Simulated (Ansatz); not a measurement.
Two structures of CH$_{7}$NSi, singlet, reached by relaxing down either side of one saddle point (PBE0-D4/def2-TZVP). Energies are electronic, without zero-point energy. Program: Ansatz 0.2.0. Basis: def2-TZVPP and def2-QZVPP. Cores are frozen in the correlated methods. Extrapolation: Hartree–Fock as exp(−7.88 √X), correlation as X^−2.97. First:

Si1  (-0.855, 0.285, 0.861)
C2  (0.861, 1.053, 0.444)
H3  (-1.426, -1.751, -0.580)
N4  (-0.541, -1.291, -0.389)
H5  (-1.629, 0.957, -0.277)
H6  (1.672, 0.548, 0.980)
H7  (1.117, 1.090, -0.621)
H8  (0.856, 2.087, 0.804)
H9  (0.071, -1.969, 0.051)
H10  (-0.126, -1.009, -1.273)
(Å)

Second:

| atom | x (Å) | y (Å) | z (Å) |
| --- | --- | --- | --- |
| Si1 | -0.6695 | 0.0010 | 0.0552 |
| C2 | 0.8273 | 0.9731 | 0.5938 |
| H3 | -1.3760 | -0.4742 | 1.2863 |
| N4 | -0.1834 | -1.2520 | -1.0248 |
| H5 | -1.6329 | 0.8480 | -0.7000 |
| H6 | 1.5386 | 0.3326 | 1.1226 |
| H7 | 1.3377 | 1.4114 | -0.2663 |
| H8 | 0.5389 | 1.7778 | 1.2750 |
| H9 | 0.4946 | -1.9348 | -0.7248 |
| H10 | -0.8752 | -1.6830 | -1.6170 |

Which bonds change from the first to the second?

CH₄Si ([CH3][SiH]) + NH₃ → CH₇NSi ([CH3][SiH2][NH2]); bonds formed: Si1–H3; dative contacts that become bonds: Si1–N4; bonds broken: H3–N4.

Give the saddle point's structure and its height above each. (An estimate is asked for; the value comes from the calculation.)

By the calculation: 34.43 kcal/mol above the first and 76.46 kcal/mol above the second (CCSD(T) at an estimated basis limit (MP2 extrapolated from triple and quadruple zeta, plus CCSD(T) − MP2 in triple zeta)).
Si1  (-0.739, 0.170, 0.433)
C2  (0.895, 1.101, 0.577)
H3  (-1.302, -1.362, 0.409)
N4  (-0.488, -1.354, -0.663)
H5  (-1.578, 0.962, -0.524)
H6  (1.621, 0.553, 1.180)
H7  (1.319, 1.275, -0.418)
H8  (0.732, 2.072, 1.053)
H9  (0.228, -2.013, -0.391)
H10  (-0.687, -1.404, -1.657)
(Å)

No T1 diagnostic of these runs exceeds 0.013. The restricted Hartree–Fock reference is unstable towards an unrestricted one at one or more of these structures.

Losses and insertions of silylenes and their heavier kin drive the gas-phase chemistry of silicon and germanium vapour deposition.

Labels in which every atom is bracketed show which atoms are joined, not bond orders.

For scale, one of the runs: CCSD(T)/def2-TZVPP, 202 basis functions, launched by `ansatz run in.yaml --threads 2 --pin off --events-out ev --progress --plain --max-ram 4352MiB`. Hardware: 2 CPU threads, shared host. Wall time 18 s; peak host memory 2.7 GiB.
